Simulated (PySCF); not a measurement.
Runs that did not reach their result, on `C=C/C=N\C` (driver script around PySCF, density fitting, GFN2-xTB geometry as the base; each input is a line of settings and coordinates in Å).

Command:
```bash
OMP_NUM_THREADS=1 python probes_run.py task.json out
```
Input:
```
{"job": {"kind": "nmr", "xc": "TPSS", "basis": "SBKJC-VDZ", "pop": true, "scf": {"level_shift": 0.9, "max_cycle": 83}}, "charge": 0, "multiplicity": 1}
C     -2.089157     0.863865     0.167855
C     -0.819817     0.523012    -0.024771
C     -0.263861    -0.724058     0.483372
N      0.911427    -1.175812     0.376893
C      1.946522    -0.462463    -0.318408
H     -2.499191     1.786173    -0.208369
H     -2.764819     0.224798     0.713607
H     -0.155834     1.176155    -0.574580
H     -0.956503    -1.356577     1.032377
H      2.145500     0.511896     0.136531
H      2.852408    -1.065888    -0.263607
H      1.694524    -0.301787    -1.370409
```

Output:
```
NotImplementedError: meta-GGA GIAO
```

Cost: about 40 s of CPU time on one thread; the machine was shared, so the figure is rough.

Task: What went wrong, and what mends it?

Result: TPSS is a meta-GGA, and the driver's response routines have no gauge-including magnetic terms for that class; the run stopped after the SCF. Use a GGA or a hybrid of one here, or a program that has the terms. This is a limit of the driver, not of the theory.

Input:
```
{"job": {"kind": "j", "xc": "PBE0", "basis": "LANL2DZ", "scf": {"max_cycle": 93}}, "charge": 0, "multiplicity": 2}
C     -2.089157     0.863865     0.167855
C     -1.073685     0.591183     0.013754
C     -0.263861    -0.724058     0.483372
N      0.911427    -1.175812     0.376893
C      1.946522    -0.462463    -0.318408
H     -2.499191     1.786173    -0.208369
H     -2.764819     0.224798     0.713607
H     -0.155834     1.176155    -0.574580
H     -0.956503    -1.356577     1.032377
H      2.145500     0.511896     0.136531
H      2.852408    -1.065888    -0.263607
H      1.694524    -0.301787    -1.370409
```

Output:
```
RuntimeError: Electron number 38 and spin 1 are not consistent
Note mol.spin = 2S = Nalpha - Nbeta, not 2S+1
```

Task: Diagnose the run.

Result: 38 electrons can't have multiplicity 2: an even count needs an odd multiplicity, an odd count an even one. The first bond of the GFN2-xTB geometry was scaled by 0.8. Mend the charge or the multiplicity. The run gave no result.

The values belong to the conformer `[CH2:1]=[CH:2]/[CH:3]=[N:4]\[CH3:5]`: C1–C2–C3–N4 180°.
